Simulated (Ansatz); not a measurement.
# AlH₃ (singlet): the correlation ladder at a displaced geometry (v1), cc-pVDZ

One table from this session's results is given with a row withheld; the runs are named, their logs left out.

The runs use Ansatz 0.2.0, Gaussian basis; cc-pVDZ, core rule «outside noble gas», up to 5 orbitals frozen.

The runs, in order: UHF; CCSD(T) on RHF; BCCD(T) on RHF; CISD; CCSDT(Q) on RHF; CCSDTQ on RHF; Full CI.

25 further runs of the same task are left out: 8 for a known fault of the program, 6 that didn't finish, 11 set aside as unsound or not needed.

### The geometry

The geometry is a PBE0/def2-TZVP stationary point (not a proven minimum) with its atoms shifted at random (size 0.040 Å).

4 atoms, charge 0, spin multiplicity 1.

Atoms are counted from 1 here; the program's logs count them from 0.

Bond lengths: Al1–H2 1.585 Å, Al1–H3 1.601 Å, Al1–H4 1.631 Å. Angles: H2–Al1–H3 118.3°, H2–Al1–H4 120.8°, H3–Al1–H4 120.8°.

Geometry (Å):

```xyz
4
AlH3
Al    0.0003   -0.0002    0.0030
H     1.5853   -0.0013   -0.0083
H    -0.7585    1.4087   -0.0536
H    -0.8352   -1.4007   -0.0181
```

Set-up of the first run:

The input, in.yaml:

```yaml
crystal:
  periodic: [false, false, false]
  atoms:
    - {symbol: Al, position_ang: [0.000314, -0.000248, 0.002986]}
    - {symbol: H, position_ang: [1.585257, -0.001339, -0.008250]}
    - {symbol: H, position_ang: [-0.758478, 1.408714, -0.053571]}
    - {symbol: H, position_ang: [-0.835185, -1.400740, -0.018105]}
basis:
  gaussian: {orbitals: cc-pVDZ}
magnetization: {spin_polarized: true, initial_magnetization: 0}
hamiltonian: {xc: hf}
output: {orbitals: {seedname: orbitals}}
```

The run is started by

```sh
$ ansatz run in.yaml --threads 1 --pin off --events-out ev --progress --plain --max-ram 2393MiB
```

Steps of the session up to this table: UHF; CCSD(T) on RHF; BCCD(T) on RHF; CISD; CCSDT(Q) on RHF; CCSDTQ on RHF; Full CI.

One table of the session follows, with a row left open; its other results are not shown here.

```
   method  from FCI (kcal/mol)
      RHF               +64.48
     RMP2               +16.28
     CISD                +3.17
    RCCSD                +0.98
 RCCSD(T)                +0.27
  BCCD(T)                +0.26
   RCCSDT                    ?
RCCSDT(Q)                +0.01
  RCCSDTQ                 0.00
      FCI                    0
```

**Question.** Estimate the row for RCCSDT.

As computed: from FCI (kcal/mol): +0.02. In the column «from FCI (kcal/mol)» it lies between RCCSDT(Q) (+0.01) and BCCD(T) (+0.26).
